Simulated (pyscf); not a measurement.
Structures and frequencies: ωB97X-D3(BJ)/def2-SVP in PySCF. MP2 and CC: frozen core, UHF for open shells. ΔMP2 is the change of the MP2 total energy from the triple- to the quadruple-zeta basis.

Q: How much does it cost (ΔH, 298 K, CCSD(T)/def2-TZVPP + ΔMP2(QZVPP)) to split Cl–SiH=Se at its Cl–Si bond into Cl• + [HSi=Se]•?

A: Cl–Si to Cl• + [HSi=Se]•: 420.6 kJ/mol. The radicals are drawn with the spin at the cut bond; how far it spreads was not checked. The CCSD(T) − MP2 part came from Ansatz, without density fitting, on the same reference. The frozen core leaves the outer d or s,p core shells of the metals and heavy elements correlated in the MP2 and CC values, and def2-TZVPP describes them poorly, which can shift differences by a few kcal/mol. Left out: the spin-orbit lowering of Cl. Elements up to Kr have no core potential and no relativistic terms here.
